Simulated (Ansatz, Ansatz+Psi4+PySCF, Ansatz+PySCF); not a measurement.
```yaml
atoms:
  - { symbol: O, position_ang: [0.0000, 0.0000, 0.1193] }
  - { symbol: H, position_ang: [0.0000, 1.1449, -0.7752] }
  - { symbol: H, position_ang: [0.0000, -0.7632, -0.4770] }
```

Basis set: cc-pVTZ (spherical functions). Frozen core: 1 orbital. Charge 0, multiplicity 1.

Computed with Ansatz (development build ahead of 0.2.0); each method stands on the lowest determinant of its kind that the runs found. Restricted open shells among the atoms or ions are ROHF, correlated in semicanonical orbitals with singles.

The atomization energy at this shape (free ground-state atoms in the same class of orbitals less the molecule, no zero-point energy) of singlet H₂O:

```json
{"method": "RHF-CCSD(T)", "atomization energy": "7.32 eV"}
{"method": "UHF-CCSD(T)", "atomization energy": "7.29 eV"}
{"method": "RHF-MP2", "atomization energy": "7.35 eV"}
{"method": "UHF", "atomization energy": "3.80 eV"}
```

(1) What does UHF-MP2 give?

## Answers

(1) 6.64 eV. Caution: the shape is not the minimum. Caution for UHF-CCSD(T), UHF-MP2: a plain start can end on a higher determinant; large amplitudes, a single reference is doubtful. Caution for UHF-CCSD(T), UHF-MP2, UHF: the unrestricted determinant is spin contaminated. Caution for UHF-MP2: another reference gives a lower total.
